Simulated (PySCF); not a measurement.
Ethane, SMILES CC (PBE0/def2-SVP optimised geometry):

```
8

C     -0.280     0.706     0.000
C      0.280    -0.706     0.000
H      0.046     1.271     0.887
H     -1.381     0.706    -0.001
H      0.048     1.272    -0.886
H      1.381    -0.706     0.000
H     -0.047    -1.272    -0.887
H     -0.047    -1.272     0.887
```

Calculation: PBE0/def2-TZVP run with PySCF 2.14.0.

Task: What are the frontier orbital energies and the dipole moment?

Result: HOMO-2 -10.40 eV, HOMO-1 -9.53 eV, HOMO -9.53 eV, LUMO 1.41 eV, LUMO+1 2.46 eV; dipole moment 0.00 D.

Meta-Löwdin charges at PBE0/def2-TZVP: C1 -0.33, C2 -0.33, H3 0.11, H4 0.11, H5 0.11, H6 0.11, H7 0.11, H8 0.11.
